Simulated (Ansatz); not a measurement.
# AlSiH5 (singlet): wave-function methods side by side at distance Al1–H4 along a hydrogen transfer = 1.960 Å, cc-pVDZ

How much of the correlation energy of AlSiH5 (singlet) does each wave-function method recover here?

Computed with Ansatz 0.2.0, Gaussian basis. Level: cc-pVDZ, core rule «outside noble gas», up to 10 orbitals frozen.

To be run: UHF; CCSD(T) on RHF; CCSD(T) on UHF; BCCD(T) on RHF; CISD; CCSDT(Q) on RHF; CCSDT(Q) on UHF; CASSCF and NEVPT2, 2 electrons in 2 orbitals; CASSCF and NEVPT2, 8 electrons in 8 orbitals.

8 further runs of the same task are left out: 1 for a mislabelled method, 7 that didn't finish.

### 1 What is computed

The geometry derives from fragments relaxed apart (PBE0/def2-TZVP) and kept rigid, so it is no stationary point. A hydrogen atom is moved between rigid fragments.

7 atoms, charge 0, spin multiplicity 1.

Atoms are counted from 1 here; the program's logs count them from 0.

Bond lengths: Al1–H2 1.586 Å, Al1–H3 1.586 Å, Al1–H4 1.960 Å, H4–Si5 1.440 Å, Si5–H6 1.526 Å, Si5–H7 1.526 Å. Angles: H2–Al1–H3 120.0°, H2–Al1–H4 120.0°, H3–Al1–H4 120.0°, Al1–H4–Si5 180.0°, H4–Si5–H6 113.7°, H4–Si5–H7 113.7°, H6–Si5–H7 91.2°.

### 2 UHF

Input file in.yaml:

```yaml
crystal:
  periodic: [false, false, false]
  atoms:
    - {symbol: Al, position_ang: [-1.729522, 0.029322, 0.000000]}
    - {symbol: H, position_ang: [-2.522445, 1.402706, 0.000000]}
    - {symbol: H, position_ang: [-2.522445, -1.344062, 0.000000]}
    - {symbol: H, position_ang: [0.230478, 0.029322, 0.000000]}
    - {symbol: Si, position_ang: [1.670478, 0.029322, 0.000000]}
    - {symbol: H, position_ang: [2.282659, -0.844962, 1.090012]}
    - {symbol: H, position_ang: [2.282659, -0.844962, -1.090012]}
basis:
  gaussian: {orbitals: cc-pVDZ}
magnetization: {spin_polarized: true, initial_magnetization: 0}
hamiltonian: {xc: hf}
output: {orbitals: {seedname: orbitals}}
```

Launch:

```
ansatz run in.yaml --threads 1 --pin off --events-out ev --progress --plain --max-ram 2393MiB
```

The runs that follow: CCSD(T) on RHF; CCSD(T) on UHF; BCCD(T) on RHF; CISD; CCSDT(Q) on RHF; CCSDT(Q) on UHF; CASSCF and NEVPT2, 2 electrons in 2 orbitals; CASSCF and NEVPT2, 8 electrons in 8 orbitals.

Q: Predict the results of all the runs planned. Wanted: RCCSDT(Q) below the RHF energy; RMP2 from RCCSDT(Q); UMP2 from RCCSDT(Q); RCCSD from RCCSDT(Q); RCCSD(T) from RCCSDT(Q); UCCSD(T) from RCCSDT(Q); UCCSDT(Q) from RCCSDT(Q); NEVPT2 pair from RCCSDT(Q); NEVPT2 frontier from RCCSDT(Q).

As calculated:

| quantity | value |
| --- | --- |
| RCCSDT(Q) below the RHF energy | -6.5742 eV |
| RMP2 from RCCSDT(Q) | +36.49 kcal/mol |
| UMP2 from RCCSDT(Q) | +41.14 kcal/mol |
| RCCSD from RCCSDT(Q) | +5.65 kcal/mol |
| RCCSD(T) from RCCSDT(Q) | +1.36 kcal/mol |
| UCCSD(T) from RCCSDT(Q) | +2.45 kcal/mol |
| UCCSDT(Q) from RCCSDT(Q) | +0.02 kcal/mol |
| NEVPT2 pair from RCCSDT(Q) | +33.09 kcal/mol |
| NEVPT2 frontier from RCCSDT(Q) | +31.44 kcal/mol |
| levels within 1 kcal/mol (43 meV) | RCCSDT, UCCSDT, UCCSDT(Q) |
| T1 diagnostic | 0.031 |

**Reading.** RCCSD(T) misses by +1.36 kcal/mol, 0.9 % of the correlation energy. CCSD(T) misses by +1.36 kcal/mol on the restricted determinant and by +2.45 kcal/mol on the unrestricted one; the two need not hold the same state or core. Of the multireference levels listed NEVPT2 frontier comes nearest in total energy (+31.44 kcal/mol), which doesn't show that its space is the better one. These misses are within one basis, not against nature.
